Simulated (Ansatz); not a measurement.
Compare A (`N=C=C(N)O`) with its isomer B (`N=C1OC1N`).

Computed with Ansatz on PBE0-D4/def2-TZVP structures; ΔE is electronic, products minus reactants. CCSD(T)/CBS adds triple-zeta CCSD(T) − MP2 to the extrapolated MP2 energy (def2 sets, frozen cores). DFT in def2-TZVPP. One conformer a species, not always the lowest.

Which isomer does CCSD(T)/CBS put lower? Give the gap. (An estimate is asked.)

Computed: B, by 9.7 kcal/mol.

Give E(B) − E(A) in kcal/mol with MP2/def2-TZVPP, CCSD(T)/def2-TZVPP, CCSD(T)/def2-SVP, LDA (SPW92), BLYP-D4, r2SCAN-D4, HF/def2-TZVPP. (Best estimate.)

Ansatz gave: MP2/def2-TZVPP -13.1, CCSD(T)/def2-TZVPP -10.3, CCSD(T)/def2-SVP -11.5, LDA (SPW92) -12.6, BLYP-D4 -9.4, r2SCAN-D4 -12.5, HF/def2-TZVPP -6.7. None reverses the order clearly.

Does the order hold for the free energy at 298.15 K (harmonic terms from PBE0-D4)? (Best estimate.)

Computed: Yes: G(B) − G(A) = -8.4 kcal/mol, for one conformer each.

Largest T1 diagnostic: 0.016.

From BLYP to BHLYP (50 % exact exchange), in def2-TZVPP and without D4, E(B) − E(A) moves by +1.0 kcal/mol. At CCSD(T), def2-SVP lies −1.9 kcal/mol from the extrapolated value and def2-TZVPP −0.6 kcal/mol.
